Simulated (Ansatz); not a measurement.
Cost and result for the atomization energy of C$_{4}$H$_{7}$N, SMILES `CC(C)C#N` (12 atoms, 11 bonds).

```xyz
12

C    -0.663   -1.123    0.369
C    -0.082    0.290    0.342
C     1.232    0.360   -0.435
C    -1.052    1.227   -0.217
N    -1.816    1.958   -0.670
H    -1.593   -1.159    0.937
H    -0.867   -1.473   -0.645
H     0.054   -1.805    0.831
H     0.101    0.615    1.373
H     1.641    1.371   -0.434
H     1.082    0.051   -1.471
H     1.963   -0.311    0.021
```

Charge 0, multiplicity 1. All single points use the PBE0-D4/def2-TZVP geometry. Program: Ansatz. All runs use 4 threads of an Intel Xeon Platinum 8488C on a shared host. Times are those of one run each, without the atoms' runs, and a repeat can differ threefold. Electronic energies, without spin–orbit coupling; frozen cores. CCSD(T)/CBS adds CCSD(T) − MP2 in def2-TZVPP to the MP2 limit, and its time is that of the two runs behind it. T1 = 0.011. HSE06 is the plane-wave form, built on full-range PBE exchange.

CCSD(T)/CBS is a level of theory with its own doubt, some kJ/mol a heavy atom from the limit and from the frozen cores, so smaller differences don't rank the functionals.

```csv
level,functions,wall time,atomization (kcal/mol),difference from CCSD(T)/CBS,per bond
revPBE-D4/def2-TZVPP,253,1.4 s,1208.4,5.0,0.5
PBE0-D4/def2-TZVPP,253,1.8 s,1213.8,10.4,0.9
BHLYP-D4/def2-TZVPP,253,1.8 s,1170.8,-32.6,-3.0
HSE06-D4/def2-TZVPP,253,1.9 s,1214.6,11.2,1.0
CAM-B3LYP-D4/def2-TZVPP,253,2 s,1211.1,7.7,0.7
r2SCANh-D4/def2-TZVPP,253,2.6 s,1197.4,-6.0,-0.5
r2SCAN-D4/def2-TZVPP (with forces),253,2.6 s,1204.6,1.2,0.1
CCSD(T)/def2-SVP,105,2.8 s,1156.6,-46.8,-4.3
ωB97X-V/def2-TZVPP,253,3.8 s,1206.6,3.2,0.3
ωB97M-V/def2-TZVPP (with forces),253,5.5 s,1209.0,5.6,0.5
MP2/def2-QZVPP,495,16 s,1213.2,9.8,0.9
CCSD(T)/def2-TZVPP,253,67 s,1175.8,-27.6,-2.5
CCSD(T)/CBS(def2),–,83 s,1203.4,0.0,0.0
```

In def2-TZVPP, CCSD(T) changes the Hartree–Fock value by +293.8 kcal/mol (the triples alone add +18.5 kcal/mol) and MP2 by +315.0 kcal/mol; breaking electron pairs costs correlation energy, which Hartree–Fock lacks. The D4 term adds +7.8 kcal/mol with B3LYP and +4.1 kcal/mol with PBE0; it sums over pairs of atoms, weighted by their polarisabilities, and B3LYP, whose exchange is more repulsive, gets the larger term. At CCSD(T), def2-SVP lies −46.8 kcal/mol from the extrapolated value and def2-TZVPP −27.6 kcal/mol: correlation converges slowly with the basis, and small sets miss more of it in the bonded molecule than in its fragments.

B3LYP here is the variant with VWN-RPA as its local correlation; programs differ in this.
